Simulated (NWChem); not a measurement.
System: SiF4; SMILES F[Si](F)(F)F

All runs: NWChem. Pople sets run with spherical d functions. All runs use the structure optimised with B3LYP/6-31G* (spherical d). Total energies compare along this basis series because the functional is fixed.

| level | basis functions | energy (Ha) | highest occupied level (eV) | orbital gap (eV) |
|---|---|---|---|---|
| PBE0/STO-3G | 29 | -679.3425 | -5.92 | 12.33 |
| PBE0/3-21G | 49 | -684.8714 | … | 12.37 |
| PBE0/6-31G* | 74 | -688.5898 | -12.32 | 12.90 |
| PBE0/6-31+G* | 94 | -688.6200 | -12.88 | 12.28 |
| PBE0/6-311G** | 98 | -688.7313 | -12.70 | 13.09 |
| PBE0/6-311++G** | 118 | -688.7451 | -12.96 | 12.27 |
| PBE0/def2-TZVPD | 203 | -688.8377 | -12.82 | 12.28 |

Problem. What belongs in the gaps?

Solution. 
- PBE0/3-21G, highest occupied level (eV): -11.94
